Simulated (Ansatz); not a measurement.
CCl, doublet in cc-pVTZ: errors against UCCSDT(Q)

Geometry: that of the CCl, quartet, kept fixed.

```yaml
atoms:
  - { symbol: C, position_ang: [0.0000, 0.0000, 0.0000] }
  - { symbol: Cl, position_ang: [0.0000, 0.0000, 1.6442] }
```

Basis cc-pVTZ; Ansatz 0.2.0. Correlated methods freeze the noble-gas cores, which leaves 11 electrons in 58 orbitals. R marks a restricted (for open shells ROHF) determinant, U an unrestricted one. Active spaces: valence = (11e, 8o) chosen from the atoms' valence shells.

Full CI isn't at hand for all of this; UCCSDT(Q) serves as the reference, and is uncertain by about the last step of the cluster series. The frozen core follows each run's orbitals, which can shift R against U totals by a few meV.

For open shells CISD is restricted-active-space CI with the open shells as a complete middle space.

* UHF ⟨S²⟩: 0.764
* T1 diagnostic (RCCSD): 0.0263
* largest doubles amplitude (RCCSD): 0.073
* T1 diagnostic (UCCSD): 0.0233

```
                   level  E − E(UCCSDT(Q)) (kcal/mol)  share of correlation (%)     wall time
                     RHF                       217.03                      0.00             –
                     UHF                       213.49                      1.63             –
                    RMP2                        29.76                     86.29             –
                    UMP2                        30.40                     85.99             –
                    CISD                        28.10                     87.05           6 s
                   RCCSD                        11.29                     94.80             –
                   UCCSD                        11.18                     94.85             –
                RCCSD(T)                         1.31                     99.40         2.2 s
                UCCSD(T)                         1.32                     99.39         2.6 s
                 BCCD(T)                         1.20                     99.45         2.5 s
                  RCCSDT                         0.60                     99.73             –
                  UCCSDT                         0.57                     99.74             –
               RCCSDT(Q)                         0.13                     99.94   15 s (H100)
  CASSCF (valence space)                       182.32                     15.99             –
  NEVPT2 (valence space)                        37.74                     82.61         1.7 s
  MRCISD (valence space)                        18.26                     91.59             –
MRCISD+Q (valence space)                         2.84                     98.69  5.5 s (H100)
```

The correlation energy at UCCSDT(Q), counted from RHF, is -9.411 eV. That run took 17 s on 2 threads of AMD EPYC 7R13 with a shared H100 80 GB, shared host.

Times hold each run's SCF and search for its determinant on a shared host, so for small cases they say little of a method's own cost; rows without a card ran on 1 thread of AMD EPYC 7R13.

Natural occupations of CASSCF (valence space) about the gap: 1.992 1.977 1.976 1.949 1.008 0.065 0.035; effectively unpaired electrons, Σ n²(2−n)², 1.03.
